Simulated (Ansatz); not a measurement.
A run of Ansatz (development build ahead of 0.2.0) on singlet SO3 at this shape:

```yaml
atoms:
  - { symbol: S, position_ang: [0.0000, 0.0000, 0.0000] }
  - { symbol: O, position_ang: [1.3262, 0.0000, 0.0000] }
  - { symbol: O, position_ang: [-0.6631, 1.1485, 0.0000] }
  - { symbol: O, position_ang: [-0.6631, -1.1485, 0.0000] }
```

Its results:

```json
{
 "Converged": "yes",
 "Total energy": "-622.15704 hartree",
 "Spin squared of the determinant": "0.000"
}
```

**Question.** Which input gives this output? Name the method, the orbitals and the basis set, and write the input.

**Answer.** RHF in def2-TZVP. An unrestricted run that stays on the closed shell gives the same numbers.

```yaml
crystal:
  periodic: [false, false, false]
  atoms:
    - { symbol: S, position_ang: [0.0, 0.0, 0.0] }
    - { symbol: O, position_ang: [1.32616, 0.0, 0.0] }
    - { symbol: O, position_ang: [-0.66308, 1.14849, 0.0] }
    - { symbol: O, position_ang: [-0.66308, -1.14849, 0.0] }
basis:
  gaussian: { orbitals: def2-TZVP }
hamiltonian:
  xc: hf
```

Caution: no unrestricted run beside it, a lower state can exist.
